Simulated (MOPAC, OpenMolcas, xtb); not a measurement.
How methods differ on C2H3B (SMILES B1C=C1)

C2H3B has 6 atoms, charge 0, and is taken as a singlet. SMILES: `B1C=C1`. The coordinates come from a GFN2-xTB relaxation.

Each level gives the dipole moment (D). The values are calculated.

```tsv
level	kind	program	value (D)
GFN2-xTB	semi-empirical	xtb	0.72
PM6	semi-empirical	MOPAC	0.61
PM7	semi-empirical	MOPAC	1.65
GFN1-xTB	semi-empirical	xtb	0.89
HF/STO-3G	Hartree–Fock	OpenMolcas	0.99
HF/3-21G	Hartree–Fock	OpenMolcas	1.14
HF/def2-SVP	Hartree–Fock	OpenMolcas	1.09
HF/cc-pVTZ	Hartree–Fock	OpenMolcas	1.06
BLYP/6-31G	GGA	OpenMolcas	1.19
HCTH407/cc-pVDZ (RICD fitting)	GGA	OpenMolcas	1.16
```

The values span 0.61 to 1.65 D. Magnitudes only: a small dipole may point the other way at some levels. Sets without polarisation functions give poor dipoles. Without the sets that lack polarisation functions the rows with a basis span only 1.06 to 1.16 D.
